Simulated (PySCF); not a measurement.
Computed with PySCF, PBE0, basis P def2-TZVP, S def2-TZVP, H def2-TZVP (no relativity, density fitting).

```xyz
5
charge 0 multiplicity 1, angstrom
P     0.0000    0.7369    0.5211
S     0.0000   -0.8347   -0.5902
H     1.0829    0.9160    1.4134
H    -1.0829    0.9160    1.4134
H     0.0000    1.9989   -0.1181
```

H3PS (singlet), along the line from P1 (at 0) through S2 (at 1.925 Å).

Q: Tabulate the fields along this line at -0.58, -0.48, -0.38, -0.29, -0.19, -0.10, 0.10, 0.19, 0.29, 0.38, 0.48, 0.58, 0.67, 0.77, 0.87, 0.96, 1.06, 1.15, 1.25, 1.35, 1.44, 1.54, 1.64, 1.73, 1.83, 2.02, 2.12, 2.21, 2.31, 2.41, 2.50, 2.60, 2.69, 2.79, 2.89, 2.98, 3.08 Å.

A: 
```csv
distance (Å),electron density (e/Å³),electron localisation function,electrostatic potential (V)
-0.58,0.892,0.0498,54.7
-0.48,1.91,0.121,79.7
-0.38,6.1,0.589,122
-0.29,21.3,0.854,207
-0.19,65.1,0.82,433
-0.10,176,0.216,1320
0.10,176,0.216,1320
0.19,65,0.816,433
0.29,21.2,0.838,207
0.38,6.19,0.504,121
0.48,2.19,0.11,78.6
0.58,1.32,0.12,53.5
0.67,1.18,0.414,37.5
0.77,1.17,0.744,27.4
0.87,1.17,0.836,21.8
0.96,1.19,0.835,19.8
1.06,1.22,0.795,21.5
1.15,1.26,0.697,27.2
1.25,1.31,0.459,37.8
1.35,1.41,0.158,55.2
1.44,2.01,0.0747,82.9
1.54,5.26,0.313,129
1.64,19.9,0.808,220
1.73,70.5,0.84,457
1.83,197,0.234,1400
2.02,199,0.238,1400
2.12,71.6,0.846,455
2.21,19.9,0.804,219
2.31,5.16,0.295,128
2.41,1.92,0.0766,81.6
2.50,1.27,0.18,53.5
2.60,1.02,0.513,35.5
2.69,0.817,0.736,23.6
2.79,0.624,0.796,15.7
2.89,0.458,0.794,10.4
2.98,0.327,0.765,6.83
3.08,0.229,0.719,4.45
```

On a grid of 0.10 Å the density has a local minimum along the bond near 0.77 Å from P, at 1.17 e/Å³, where the ELF is 0.74.
